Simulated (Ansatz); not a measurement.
Ansatz (an electronic-structure program) input (RPA@PBE/cc-pV(T+d)Z):
A basis named .json is the Basis Set Exchange file of that set.

Ansatz 0.2 input:
```yaml
crystal:
  periodic: [false, false, false]
  atoms:
    - {symbol: O, position_ang: [-0.00000000, -0.00000000, -1.68048500]}
    - {symbol: C, position_ang: [-0.00000000, -0.00000000, -0.52503293]}
    - {symbol: S, position_ang: [0.00000000, 0.00000000, 1.03712985]}
basis:
  gaussian:
    orbitals: cc-pV_T+d_Z.json
hamiltonian:
  xc: pbe
magnetization: {spin_polarized: false}
correlation: {method: rpa, electrons: outside_noble_gas}
```

Output:

```
Functional definition: PBE
integrals: 0.05 GiB planned
600 factors; integrals over basis functions are off by at most 1.2e-3 eV
mean field: 0.29 GiB planned
mean field evaluation 1: about -13907.8433 eV, gradient 5.5e1 eV
mean field evaluation 2: about -13907.8411 eV, gradient 5.5e1 eV
mean field evaluation 4: about -13911.8361 eV, gradient 2.9e1 eV
mean field evaluation 8: about -13913.6541 eV, gradient 9.7e-1 eV
mean field evaluation 16: about -13913.6551 eV, gradient 1.4e-4 eV
mean field -13913.65505523 eV, -511.3173922656 hartree, gradient 3.3e-6 eV, S^2 0.000000; 0 other end points of the search recorded, 0 dependent functions left out
7 core orbitals not correlated
reference -13886.13101552 eV, -510.3059024627 hartree; 8, 8 occupied and 84, 84 virtual orbitals, 600 factors
Total energy: -13908.98750679 eV, -511.1458630242 hartree
```
